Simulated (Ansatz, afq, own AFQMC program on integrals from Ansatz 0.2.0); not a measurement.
TaCl, septet in def2-SVP, levels against CCSDT(Q)

```xyz
2

Ta    0.0000    0.0000    0.0000
Cl    0.0000    0.0000    2.8752
```

Basis def2-SVP with its core potentials. Only valence electrons are correlated. AFQMC by an in-house program on the Cholesky factors that Ansatz 0.2.0 writes for its CCSD(T) run. The CISD trial takes its coefficients from CCSD amplitudes. Released means that phaseless walkers are propagated on without the constraint, phases kept. Free AFQMC starts from the CCSD state and is never constrained. Its projection time is finite, and what remains of the start isn't in its error. Error bars are statistical, one sigma. No spin–orbit coupling. The metal's outer-core s and p shells are frozen, which shifts wave-function levels against functionals.

Determinant: UHF, the one that the program's search chose, which needn't be the lowest solution. The geometry is a PBE0/def2-TZVP stationary point of this or a neighbouring charge and spin state.

No full CI on the walks' own integrals is used here; CCSDT(Q) serves as the reference and is uncertain by about the last step of the cluster series.

Cautions: no spin-orbit coupling; outer-core shells of the metal frozen; another spin lies lower; the ph-AFQMC/CISD walk drifts between its halves (2.1 errors).

```
T1 diagnostic                               : 0.0100
weight of the determinant in the CISD state : 0.918
⟨S²⟩ of the determinant                     : 12.011
size of the correlated space                : 12 electrons in 41 orbitals
```

```csv
level,correlation energy (eV)
MP2,-4.1314
CCSD,-4.8006
CCSD(T),-4.8628
```

(1) Estimate where free-projection AFQMC lies against CCSD(T) on the same integrals.

(1) 1.6 ± 0.8 kJ/mol below CCSD(T). The gap is under twice the noise, so this walk alone can't tell the two apart.

Reference: CCSDT(Q), correlation energy -4.883 eV. The released energy is read at 2.40 1/Eh (meV from the phaseless value at times in 1/Eh: -11 ± 9 at 0.24, -22 ± 8 at 0.51, -15 ± 8 at 0.99, -31 ± 10 at 1.62, -19 ± 14 at 2.40).

```csv
level,E − E(reference) (kJ/mol),share of correlation (%)
CCSD(T),1.9,99.59
CCSDT,0.5,99.89
ph-AFQMC/HF,17.2 ± 4.2,96.35
ph-AFQMC/CISD,2.7 ± 0.7,99.42
released AFQMC,1.0 ± 1.4,99.80
free AFQMC,0.3 ± 0.8,99.93
```

Free projections are given only where their last times agree within the noise and don't stop above the reference; a slow remainder of the start can still hide under it. A walk keeps the symmetry of its determinant, which the program's search chose and which needn't be the lowest solution, so a lower state of the same spin and another symmetry isn't excluded. Released energies are given only where the last usable release times agree within the noise; a slower fall can still hide under it.
